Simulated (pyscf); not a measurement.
H₂N–SiH₂–NH–SiH₂–NH₂ + H atom (H•) → H₂N–SiH•–NH–SiH₂–NH₂ + hydrogen (H₂) (hydrogen abstraction; doublet surface; H–Si broken, H–H formed). Single points on ωB97X-D3(BJ)/def2-SVP structures (PySCF, gas phase). Rate constants from transition-state theory, ωB97M-D3(BJ)/def2-TZVP energies (ideal gas, 1 atm, RRHO with modes under 100 cm⁻¹ raised to 100, one conformer, R ln 2 for chiral ones without a mode under 150 cm⁻¹; no tunnelling), k in cm³ molecule⁻¹ s⁻¹.

```csv
T (K),1000/T,log10 k
298,3.354,-13.49
600,1.667,-11.72
900,1.111,?
1200,0.833,-10.58
```

Question: Fit an Arrhenius line to the three values, give the activation energy, and predict k at 900 K.

Answer: Least squares gives log10 k = -9.71 − 1.14 × 1000/T, so Ea = 1.14 × ln 10 × 1.987 = 5.2 kcal/mol, against an electronic barrier of 4.6. At 900 K the line gives -10.98; the computed value is -11.00 (ΔG‡ = 22.1 kcal/mol), close to the line. One saddle was located; it need not be the lowest between these sides. The angle at the transferred H is 170°.
